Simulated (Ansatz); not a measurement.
# Counterpoise correction, worked out

The pair of NH3 (SMILES N, atoms 1–4) and CH4O (SMILES CO, atoms 5–10), both closed shells, in one local arrangement (a lower one may exist), relaxed at PBE0-D4/def2-TZVP:

```xyz
10
angstrom
N 0.3478 -0.0780 -1.9953
H -0.3768 -0.1263 -1.2856
H 0.1094 0.6829 -2.6189
H 0.2968 -0.9316 -2.5371
C 0.2965 0.1217 1.4320
O -0.9493 -0.0999 0.7991
H 1.0485 0.1297 0.6433
H 0.5414 -0.6745 2.1448
H 0.3253 1.0858 1.9529
H -1.6394 -0.1097 1.4647
```

Program: Ansatz 0.2.0. Basis: def2-TZVPPD. Cores are frozen in the correlated methods.

CCSD(T) total energies in eV:

| system | geometry | basis functions | energy |
| --- | --- | --- | --- |
| pair | pair | all | -4681.53461 |
| NH3 | as in the pair | all (partner as ghosts) | -1536.86900 |
| CH4O | as in the pair | all (partner as ghosts) | -3144.53116 |
| NH3 | as in the pair | its own | -1536.86015 |
| CH4O | as in the pair | its own | -3144.52252 |
| NH3 | free (PBE0-D4 minimum) | its own | -1536.86075 |
| CH4O | free (PBE0-D4 minimum) | its own | -3144.52056 |

Q: Work out the interaction energy with and without the counterpoise correction, the superposition error, and the binding energy from the relaxed fragments.

A: Without correction: -4681.53461 − (-1536.86015) − (-3144.52252) = -0.15194 eV.
With correction (each fragment in the whole basis): -4681.53461 − (-1536.86900) − (-3144.53116) = -0.13445 eV = -3.10 kcal/mol.
The superposition error is the difference, 0.01749 eV, 12 % of the uncorrected value: each fragment borrows its partner's functions.
Deformation from the free shapes: 0.00060 eV for NH3 and -0.00196 eV for CH4O (a small negative value is possible, since the free shapes are minima of another method).
Binding energy from relaxed fragments: -0.13445 + 0.00060 + (-0.00196) = -0.13581 eV = -3.13 kcal/mol (electronic, without zero-point energy; negative means bound). For comparison, the corrected interaction energy by CCSD(T) at an estimated basis limit (MP2 extrapolated from triple and quadruple zeta, plus CCSD(T) − MP2 in triple zeta) is -0.148 eV; triple zeta with the correction binds less.

T1 diagnostic: at most 0.010.

For scale, one of the runs: CCSD(T)/def2-TZVPPD, 233 basis functions, launched by `ansatz run in.yaml --threads 4 --pin off --events-out ev --progress --plain --max-ram 9574MiB`. Hardware: 4 CPU threads of an Intel Xeon 6975P-C, shared host. Wall time 18 s; peak host memory 4.7 GiB.
